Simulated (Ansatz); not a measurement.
# C2H3NO: how energies converge with the basis set

Aim: see how fast density functionals converge with the basis set for C2H3NO.

Program: Ansatz 0.2.0, Gaussian basis. Level of theory: one geometry, several basis sets. These are calculated values, not measurements.

Levels to be run: PBE0-D4/def2-SVP; ωB97M-V/def2-SVP; PBE0-D4/def2-QZVPP; ωB97M-V/def2-QZVPP; the functionals' def2-TZVPP values are taken from earlier runs.

## 1. The relaxed structure

An earlier PBE0-D4 in a triple-zeta def2 set relaxation fixed the geometry.

SMILES `C=CN=O`, 7 atoms, charge 0, spin multiplicity 1.

Atoms are counted from 1 here; the program's logs count them from 0.

Bond lengths: C1–C2 1.328 Å, C1–H5 1.082 Å, C1–H6 1.084 Å, C2–N3 1.420 Å, C2–H7 1.088 Å, N3–O4 1.204 Å. Angles: C2–C1–H5 122.1°, C2–C1–H6 119.3°, H5–C1–H6 118.6°, C1–C2–N3 116.9°, C1–C2–H7 125.8°, N3–C2–H7 117.3°, C2–N3–O4 113.9°.

As a file:

```
atom    x (Å)    y (Å)    z (Å)
  C1   0.0818   0.9971  -0.3867
  C2  -0.0954  -0.1041   0.3349
  N3   0.1367  -1.3439  -0.3169
  O4  -0.0397  -2.3047   0.3870
  H5  -0.0718   1.9857   0.0265
  H6   0.3900   0.9090  -1.4227
  H7  -0.4016  -0.1392   1.3779
```

## 2. PBE0-D4 in def2-SVP

File in.yaml:

```yaml
crystal:
  periodic: [false, false, false]
  atoms:
    - {symbol: C, position_ang: [0.081785, 0.997129, -0.386725]}
    - {symbol: C, position_ang: [-0.095350, -0.104052, 0.334886]}
    - {symbol: N, position_ang: [0.136740, -1.343938, -0.316911]}
    - {symbol: O, position_ang: [-0.039741, -2.304672, 0.387041]}
    - {symbol: H, position_ang: [-0.071844, 1.985744, 0.026468]}
    - {symbol: H, position_ang: [0.390032, 0.909003, -1.422694]}
    - {symbol: H, position_ang: [-0.401633, -0.139212, 1.377934]}
basis:
  gaussian: {orbitals: def2-SVP}
hamiltonian: {xc: pbe0, dispersion: d4}
output: {orbitals: {seedname: orbitals}}
```

Run with:

```
ansatz run in.yaml --threads 4 --pin off --events-out ev --progress --plain --max-ram 10444MiB
```

Further steps of the session: ωB97M-V in def2-SVP; PBE0-D4 in def2-QZVPP; ωB97M-V in def2-QZVPP.

**Question.** What will the summary of the whole plan be? Wanted: PBE0-D4: double and triple zeta above quadruple; ωB97M-V: double and triple zeta above quadruple.

**Answer**, as computed:

| quantity | value |
| --- | --- |
| PBE0-D4: double and triple zeta above quadruple | 6.87, 0.31 eV |
| ωB97M-V: double and triple zeta above quadruple | 7.12, 0.30 eV |

**Reading.** PBE0-D4 gains 6.57 eV from double to triple zeta, then 0.31 eV more. These are total energies; as a rule much of such shifts cancels in differences, which this series doesn't test.
